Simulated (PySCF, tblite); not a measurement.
Isomers of C3H3ClFS (doublet state), one GFN2-xTB conformer each. Single-point energies are computed at B3LYP/pcH-1 (PySCF, gas phase, no added dispersion term), electronic only. GFN2-xTB treats the open shell by occupation alone, and not every SCF solution was tested for stability.

Question: Rank them by B3LYP/pcH-1 energy, lowest first (kJ/mol).
A. `[CH3:1][S:2]/[C:3]([Cl:4])=[C:5]\[F:6]` (doublet state) with C1–S2–C3–Cl4 60°
B. `[CH2:1][S:2]/[C:3]([Cl:4])=[CH:5]\[F:6]` (doublet state) with H–C1–S2–C3 21° and -176°, C1–S2–C3–Cl4 0°

Answer: B (0.0), A (63.9).

GFN2-xTB itself gives, in the same order: 0.0, 49.6. Both levels put the same isomer lowest.

Question: What happens when harmonic zero-point energies from GFN2-xTB frequencies are added?

Answer: 
```csv
SMILES,ZPE (kJ/mol),electronic (kJ/mol),with ZPE (kJ/mol)
[CH2]S/C(Cl)=C\F,125.5,0.0,0.0
CS/C(Cl)=[C]\F,130.2,63.9,68.6
```

The zero-point energies span 4.7 kJ/mol. The order is unchanged.
